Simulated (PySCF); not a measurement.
Species: 2-chloropropane, C₃H₇Cl.
SMILES with atom numbers: `[CH3:1][CH:2]([CH3:3])[Cl:4]`

A calculation gives these core lines: C 1s: 290.97 (area 2), 292.32 (area 1) eV; Cl 1s: 2828.18 eV; Cl 2p3/2: 205.60 eV.

The calculation used delta-SCF UKS SCAN, pcX-2 on the ionised atom, pcseg-1 elsewhere, spin-free X2C in PySCF 2.14.0. Isolated species at its GFN2-xTB geometry, gas phase.

Task: Assign the C 1s lines to atoms.

Result: 290.97 eV: C1/C3 (methyl carbon); 292.32 eV: C2 (sp3 C–Cl carbon). Lowest listed C 1s: C1/C3, bonded to C and 3 H. Highest, 1.35 eV above it: C2, bonded to Cl, 2 C and H.

Bonded neighbours of each site: C1/C3: C and 3 H; C2: Cl, 2 C and H; Cl4: C.

Task: Give the binding energy of Cl 1s of Cl4 in hartree and in kJ/mol.

Result: 2828.18 eV = 103.9337 Eh = 272878 kJ/mol.

The first atom of each set that the bonding makes equivalent was ionised and stands for the set. Spin–orbit coupling isn't in the SCF: each 2p doublet comes from a relaxed spin-free hole plus a matrix of the shell (mean-field spin–orbit coupling and the ground-state 2p splitting), with 2p3/2 averaged over its two sublevels. 2p1/2 minus 2p3/2 (ligand field included): Cl 1.65 eV.
